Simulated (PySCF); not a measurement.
Compound: C6H8.
Atom-mapped SMILES: `[CH2:1]1[C@H:2]2[CH2:3][C@H:4]3[C@@H:5]1[C@@H:6]23`

Structure used (PBE0-D3(BJ)/def2-SVP), in Å, numbered top down from 1:
```xyz
14
C6H8 angstrom
C      0.8408    0.6391    0.8917
C      0.6545   -0.7428    0.2314
C     -0.8574   -1.0236    0.3574
C     -1.0433    0.1392   -0.6001
C      0.0216    1.1821   -0.2648
C      0.3571   -0.0033   -1.1244
H      0.4710    0.7654    1.9245
H      1.8858    0.9777    0.8275
H      1.3885   -1.5430    0.3892
H     -1.3039   -0.9718    1.3661
H     -1.1308   -1.9760   -0.1211
H     -1.9382    0.4192   -1.1600
H     -0.0988    2.2205   -0.5809
H      0.7532   -0.0826   -2.1366
```

NICS is the negative of the GIAO shielding at a point without a nucleus: at the ring centre (0) and 1 Å above and below it (1); zz is the component along the ring normal. Level: GIAO KT3/pcSseg-2 (PySCF, non-relativistic, gas phase) on the PBE0-D3(BJ)/def2-SVP geometry, one conformer.

Ring bond lengths (Å): C1–C2 1.543, C2–C6 1.573, C6–C5 1.502, C5–C1 1.518; C2–C3 1.543, C3–C4 1.518, C4–C6 1.502, C6–C2 1.573; C4–C5 1.528, C5–C6 1.502, C6–C4 1.502.

**Question.** Give the NICS values of each ring in ppm.

**Answer.** 
```
       ring                                            type  NICS(0)  NICS(1), two faces  NICS(1)zz, two faces  rms pucker (Å)  centre to ring atoms, mean (Å)
C1–C2–C6–C5  4-membered carbocycle; formal bonds all single     -7.5         -9.7 / -0.3            -5.1 / 1.8            0.15                            1.07
C2–C3–C4–C6  4-membered carbocycle; formal bonds all single     -7.5         -0.3 / -9.7            1.8 / -5.1            0.15                            1.07
   C4–C5–C6  3-membered carbocycle; formal bonds all single    -39.1        -10.2 / -7.6         -27.7 / -29.4            0.00                            0.87
```

**Question.** What can be read from them?

**Answer.** 
- C1–C2–C6–C5: mean NICS(1)zz -1.6 ppm, near zero. C1, C2, C5, C6 have four or more neighbours, so the value isn't read as a sign of a π ring current. The two faces differ by 6.9 ppm, so no symmetry operation interchanges them.
- C2–C3–C4–C6: mean NICS(1)zz -1.6 ppm, near zero. C2, C3, C4, C6 have four or more neighbours, and the NICS criterion for π rings isn't applied. The two faces differ by 6.9 ppm, so no symmetry operation interchanges them.
- C4–C5–C6: mean NICS(1)zz -28.5 ppm, shielded. C4, C5, C6 have four or more neighbours, and the NICS criterion for π rings isn't applied. NICS(0) lies 30 ppm below the mean NICS(1).

**Question.** Give the inner angles of the rings.

**Answer.** 
- C1–C2–C6–C5: C1 85.9°, C2 88.3°, C6 85.4°, C5 91.9°; sum 351.6° against 360° for a flat convex ring.
- C2–C3–C4–C6: C2 88.3°, C3 85.9°, C4 91.9°, C6 85.4°; sum 351.6° against 360° for a flat convex ring.
- C4–C5–C6: C4 59.4°, C5 59.4°, C6 61.1°; sum 180.0° against 180° for a flat convex ring.

**Question.** How do the values depend on the level or the medium?

**Answer.** 
| level | NICS(0), C1–C2–C6–C5 | mean NICS(1)zz, C1–C2–C6–C5 | NICS(0), C2–C3–C4–C6 | mean NICS(1)zz, C2–C3–C4–C6 | NICS(0), C4–C5–C6 | mean NICS(1)zz, C4–C5–C6 |
| --- | --- | --- | --- | --- | --- | --- |
| KT3/pcSseg-2, gas | -7.5 | -1.6 | -7.5 | -1.6 | -39.1 | -28.5 |
| PBE0/pcSseg-1, gas | -8.0 | -1.8 | -8.0 | -1.8 | -40.2 | -28.8 |

The geometry is the same throughout.
